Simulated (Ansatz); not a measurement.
Geometry optimisation, RKS B3LYP/def2-SVP in Ansatz 0.2.0.

Input:

```yaml
crystal:
  periodic: [false, false, false]
  atoms:
    - { symbol: B, position_ang: [0.0, 0.0, 0.0] }
    - { symbol: O, position_ang: [0.0, 0.0, 1.76] }
    - { symbol: H, position_ang: [-0.9095, -0.2814, 2.0971] }
    - { symbol: H, position_ang: [1.0305, 0.0, -0.595] }
    - { symbol: H, position_ang: [-1.0305, 0.0, -0.595] }
    - { symbol: "N", position_ang: [0.0829, 1.7537, 0.5833] }
    - { symbol: H, position_ang: [0.4765, 1.9752, 1.5423] }
    - { symbol: H, position_ang: [-0.2631, 2.537, -0.0414] }
    - { symbol: H, position_ang: [0.0529, 1.1189, 1.5507] }
basis:
  gaussian: { orbitals: def2-SVP }
hamiltonian:
  xc: b3lyp
relax:
  f_tol: 0.15
  max_steps: 25
  restrain:
    - { distance: [0, 5], at: 2.75, k: 30.0 }
    - { distance: [8, 1], at: 2.21, k: 30.0 }
    - { distance: [0, 1], at: 1.41, k: 30.0 }
    - { distance: [8, 5], at: 1.06, k: 30.0 }
output:
  orbitals: {}
```

Command:

```bash
$ ansatz run input.yaml --threads 1 --pin off --max-ram 2048MiB --backend cpu --events-out ev --progress --plain --runs-dir out
```

Where does it end, and by what steps?

The run converged. The restraints hold the end off the free minimum. After 14 steps the energy has fallen by 4.707 eV (the restraints' own energy left out); H7 moved furthest, 1.22 Å.

```json
{"step": "0", "energy less start (eV)": "0.0000", "largest force component (eV/Å)": "4.792", "accepted": "yes"}
{"step": "1", "energy less start (eV)": "-0.0918", "largest force component (eV/Å)": "4.516", "accepted": "yes"}
{"step": "2", "energy less start (eV)": "-0.4050", "largest force component (eV/Å)": "5.297", "accepted": "yes"}
{"step": "3", "energy less start (eV)": "-1.7047", "largest force component (eV/Å)": "4.150", "accepted": "yes"}
{"step": "4", "energy less start (eV)": "-3.1897", "largest force component (eV/Å)": "4.328", "accepted": "yes"}
{"step": "5", "energy less start (eV)": "-3.6001", "largest force component (eV/Å)": "4.291", "accepted": "yes"}
{"step": "6", "energy less start (eV)": "-4.1273", "largest force component (eV/Å)": "2.620", "accepted": "yes"}
{"step": "7", "energy less start (eV)": "-4.4807", "largest force component (eV/Å)": "1.933", "accepted": "yes"}
{"step": "8", "energy less start (eV)": "-4.6374", "largest force component (eV/Å)": "0.821", "accepted": "yes"}
{"step": "9", "energy less start (eV)": "-4.6789", "largest force component (eV/Å)": "0.855", "accepted": "yes"}
{"step": "10", "energy less start (eV)": "-4.6943", "largest force component (eV/Å)": "0.706", "accepted": "yes"}
{"step": "11", "energy less start (eV)": "-4.6819", "largest force component (eV/Å)": "0.824", "accepted": "no"}
{"step": "12", "energy less start (eV)": "-4.7030", "largest force component (eV/Å)": "0.730", "accepted": "yes"}
{"step": "13", "energy less start (eV)": "-4.7010", "largest force component (eV/Å)": "0.846", "accepted": "no"}
{"step": "14", "energy less start (eV)": "-4.7067", "largest force component (eV/Å)": "0.767", "accepted": "yes"}
```

```xyz
9
Properties=species:S:1:pos:R:3
B 0.001 -0.426 0.130
O -0.266 -0.554 1.482
H -1.212 -0.618 1.662
H 1.164 -0.443 -0.188
H -0.904 -0.429 -0.675
N 0.140 2.249 0.728
H 1.028 2.752 0.782
H -0.605 2.942 0.823
H 0.093 1.630 1.559
```

Time of the run: 36 s on 1 thread of Arm Neoverse V1, on a shared host, peak memory 0.14 GiB.
